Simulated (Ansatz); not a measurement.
# CH6OSi: a nudged elastic band, and a look at its input

A nudged elastic band is wanted. The input is run as typed. The step meant is a 1,1-elimination at charge 0 and multiplicity 1, which changes O2–H4, Si1–O2, Si1–H4.

Program: Ansatz 0.2.0, Gaussian basis. Level of theory: PBE0-D4/def2-SVP. These are calculated values, not measurements.

## Step 1: The structure

```
Si   -0.4734   -0.5297    1.2162
O     0.3559   -0.6128   -0.2093
C     1.4271    0.2533   -0.5150
H    -2.6372    0.2473    0.0629
H    -1.4342   -1.6711    0.8702
H    -2.3809    0.8742    0.3948
H     1.1738    0.8448   -1.3984
H     2.3170   -0.3405   -0.7366
H     1.6520    0.9346    0.3153
```

## Step 2: The run

Contents of run/in.yaml:

```yaml
crystal:
  periodic: [false, false, false]
  atoms:
    - {symbol: Si, position_ang: [-0.473379, -0.529739, 1.216153]}
    - {symbol: O, position_ang: [0.355919, -0.612842, -0.209298]}
    - {symbol: C, position_ang: [1.427133, 0.253295, -0.515036]}
    - {symbol: H, position_ang: [-2.637227, 0.247333, 0.062876]}
    - {symbol: H, position_ang: [-1.434180, -1.671142, 0.870208]}
    - {symbol: H, position_ang: [-2.380907, 0.874207, 0.394808]}
    - {symbol: H, position_ang: [1.173797, 0.844753, -1.398356]}
    - {symbol: H, position_ang: [2.316981, -0.340464, -0.736623]}
    - {symbol: H, position_ang: [1.651964, 0.934601, 0.315268]}
basis:
  gaussian: {orbitals: def2-SVP}
hamiltonian: {xc: pbe0, dispersion: d4}
neb:
  images: 5
  climbing: true
  max_iterations: 30
  initial_path: idpp
  final_atoms:
    - {symbol: Si, position_ang: [-0.753234, -0.910371, 1.364737]}
    - {symbol: O, position_ang: [-0.071832, -0.446980, -0.468445]}
    - {symbol: C, position_ang: [1.035711, 0.459380, -0.503686]}
    - {symbol: H, position_ang: [-0.809968, -0.097648, -0.978672]}
    - {symbol: H, position_ang: [-1.970531, -1.496426, 0.653948]}
    - {symbol: H, position_ang: [-1.379214, 0.489063, 1.434995]}
    - {symbol: H, position_ang: [1.399215, 0.547953, -1.527789]}
    - {symbol: H, position_ang: [1.802918, 0.020431, 0.131361]}
```

The run is started by

```console
$ ansatz run in.yaml --threads 2 --pin off --events-out ev --progress --plain --max-ram 4352MiB
```

**Question.** What will these runs give? Wanted: this run.

As calculated:

| quantity | value |
| --- | --- |
| this run | refused |
| fault | end lacks an atom |

**Reading.** The final structure lists one atom fewer than the first.
